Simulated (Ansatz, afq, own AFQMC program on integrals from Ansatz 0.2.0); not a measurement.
B2H2, singlet in cc-pVDZ along one coordinate

```xyz
4

B     0.0000    0.0000    0.7529
B     0.0000    0.0000   -1.0096
H     0.0000    1.0240    1.3765
H     0.0000   -1.0240    1.3765
```

The B1–B2 distance is changed with both sides rigid. Energies in kJ/mol count from this geometry (1.762 Å) at the same level; the start stands on RHF, each point on the determinant named.

Basis cc-pVDZ. Noble-gas cores (and the filled d shells of Ga–Kr and In–Xe) are frozen. AFQMC by an in-house program on the Cholesky factors that Ansatz 0.2.0 writes for its CCSD(T) run. ph-AFQMC/CISD is guided by a CISD state made of CCSD amplitudes; releasing the constraint for a short imaginary time cuts its bias at the price of noise, slowly where states lie close. Uncertainties: one standard error, sampling alone.

Cautions, each for one point or more: CCSDT(Q) on the RHF determinant differs, perhaps since the unrestricted series falls towards higher spin; CCSDT(Q) on the UHF determinant differs, perhaps since the unrestricted series falls towards higher spin; cluster runs in doubt by the program's own checks; higher spins were not checked; restricted determinant unstable towards unrestricted; strong correlation; the ph-AFQMC/CISD walk drifts between its halves; the search met a lower determinant of the same kind, perhaps of another symmetry, and this one is a saddle point; unrestricted determinant spin contaminated; walk and cluster series may follow different spin states.

```json
{"r(B1–B2) / Å": "1.388", "det.": "UHF†¶", "T1": "0.018", "weight": "0.84", "⟨S²⟩": "1.01", "CCSD(T)": "74.0", "ph-AFQMC/CISD": "140.0 ± 1.3", "released AFQMC": "–", "CCSDT(Q)": "49.0", "B2PLYP": "77.6§", "CCSD": "83.3"}
{"r(B1–B2) / Å": "2.148", "det.": "RHF", "T1": "0.014", "weight": "0.87", "⟨S²⟩": "pure", "CCSD(T)": "44.7", "ph-AFQMC/CISD": "45.4 ± 1.5", "released AFQMC": "–", "CCSDT(Q)": "44.7", "B2PLYP": "78.7§", "CCSD": "45.6"}
{"r(B1–B2) / Å": "2.794", "det.": "RHF", "T1": "0.020", "weight": "0.83", "⟨S²⟩": "pure", "CCSD(T)": "172.8", "ph-AFQMC/CISD": "174.6 ± 1.8", "released AFQMC": "173.6 ± 2.5*", "CCSDT(Q)": "171.3", "B2PLYP": "234.0§", "CCSD": "179.4"}
{"r(B1–B2) / Å": "3.858", "det.": "UHF¶", "T1": "0.015", "weight": "0.88", "⟨S²⟩": "0.98", "CCSD(T)": "273.0", "ph-AFQMC/CISD": "264.3 ± 1.8", "released AFQMC": "267.6 ± 2.2*", "CCSDT(Q)": "265.6", "B2PLYP": "307.8§", "CCSD": "268.7"}
```

Weight is that of the determinant in the CISD state; at the start T1 is 0.013 and the weight 0.87. ¶ marks points with a poor determinant and no full CI, where no value is sure; they don't count among the departures. An asterisk marks released energies that aren't shown to be converged. A dagger marks points whose determinant fills other symmetries than the start's, so the wave-function levels may follow another state there, or a degenerate partner. A dash marks a missing value, a released energy that hasn't settled or a functional that sits on another state. § marks a functional whose ⟨S²⟩ is too high by over 0.1 (B2PLYP at the start too). Largest departures from CCSDT(Q), at the points where its series has closed: CCSD(T) 1.5 kJ/mol at 2.794 (on RHF), ph-AFQMC/CISD 3.3 kJ/mol at 2.794 (on RHF) (within the noise), CCSD 8.1 kJ/mol at 2.794 (on RHF). The functionals aren't scored here. In this small basis the wave-function levels are far from their limit, so their gap to the functionals isn't the functionals' error.

Some points may be missing: those where a free walk finds a much lower state, and past Zn most of those on another determinant than at the start.

A walk keeps the symmetry of its determinant, which the program's search chose and which needn't be the lowest solution, so a lower state of the same spin and another symmetry isn't excluded.
